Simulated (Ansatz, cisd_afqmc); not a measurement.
System: CH₃ClF, charge -1, singlet.
NHTBH set geometry:
```xyz
6

F      0.0000     0.0000    -2.5379
C      0.0000     0.0000    -0.4884
H      0.0000     1.0621    -0.6150
H     -0.9198    -0.5310    -0.6150
H      0.9198    -0.5310    -0.6150
Cl     0.0000     0.0000     1.6245
```
Charge -1, spin multiplicity 1.

Total energies in aug-cc-pV(T+d)Z, 22 correlated electrons, 7 frozen orbitals. Radicals and triplets start from unrestricted determinants; spin-orbit coupling is neglected. Correlated methods leave the cores frozen. No relativity. The Monte Carlo rows (phaseless AFQMC, CISD trial, step 0.005/hartree) carry one-sigma bars that omit the constraint's bias. Outlying blocks are dropped, and bars are widened where a walk drifts. Over all cases where full CI ran beside it in this data, AFQMC minus full CI had a median of +0.1 mEh and passed +0.4 mEh in a tenth of the cases.

```json
[
 {"method": "HF", "program": "Ansatz", "energy (Eh)": "-598.61671", "minus AFQMC/CISD (mEh)": "733.2 ± 0.4"},
 {"method": "MP2", "program": "Ansatz", "energy (Eh)": "-599.29325", "minus AFQMC/CISD (mEh)": "56.7 ± 0.4"},
 {"method": "CCSD", "program": "Ansatz", "energy (Eh)": "-599.31801", "minus AFQMC/CISD (mEh)": "31.9 ± 0.4"},
 {"method": "CCSD(T)", "program": "Ansatz", "energy (Eh)": "-599.34770", "minus AFQMC/CISD (mEh)": "2.3 ± 0.4"},
 {"method": "AFQMC/CISD", "program": "cisd_afqmc", "energy (Eh)": "-599.3500 ± 0.0004", "minus AFQMC/CISD (mEh)": "0.0"}
]
```

Ansatz is a first-principles code.
